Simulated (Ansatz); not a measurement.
# Worked example: the enthalpy of formation of C3H6 (SMILES C=CC)

The species is C3H6 (9 atoms), meant as a singlet with charge 0. As SMILES, `C=CC`. The coordinates come from a PBE0-D4/def2-TZVP relaxation.

Total energies at wB97M-V/cc-pVDZ (Ansatz 0.2.0); the atoms run unrestricted:

| species | state | energy (Eh) |
| --- | --- | --- |
| C3H6 | singlet | -117.830205 |
| C | triplet | -37.838414 |
| H | doublet | -0.491710 |

Harmonic wavenumbers at PBE0-D4/def2-TZVP, in cm⁻¹: 208, 423, 592, 941, 942, 947, 1029, 1069, 1193, 1326, 1398, 1444, 1470, 1484, 1730, 3038, 3093, 3125, 3146, 3154, 3238.

Measured heats of formation of the gaseous atoms at 298.15 K, in kJ/mol: C 716.9, H 218.0. Take 1 Eh = 2625.50 kJ/mol, 1 cm⁻¹ = 0.0119627 kJ/mol, RT = 2.479 kJ/mol.

Problem. What heat of formation follows?

Solution. 
1. Electronic atomisation energy: 3 × (-37.838414) + 6 × (-0.491710) − (-117.830205) = 1.364703 Eh = 3583.0 kJ/mol.
2. Zero-point energy: half the sum of the wavenumbers, 17495 cm⁻¹ = 209.3 kJ/mol.
3. Thermal vibrational enthalpy, Σ hcν̃/(exp(hcν̃/kT) − 1): 3.3 kJ/mol. Translation, rotation and pV of a non-linear molecule: 4 RT = 9.9 kJ/mol.
4. The 9 free atoms carry 5/2 RT each: 55.8 kJ/mol.
5. Spin-orbit coupling lowers the free atoms by 3 × 0.02 = 0.1 kJ/mol.
6. Atomisation enthalpy at 298 K: 3583.0 − 0.1 − 209.3 − 3.3 − 9.9 + 55.8 = 3416.2 kJ/mol.
7. Sum of the atoms' heats of formation: 3458.7 kJ/mol. Heat of formation: 3458.7 − 3416.2 = +42.5 kJ/mol.

The tabulated value is +20.4 kJ/mol (Active Thermochemical Tables), so this level is off by +22.1 kJ/mol, or 0.6 % of the atomisation enthalpy. Anharmonicity and any spin-orbit splitting of the molecule are left out.
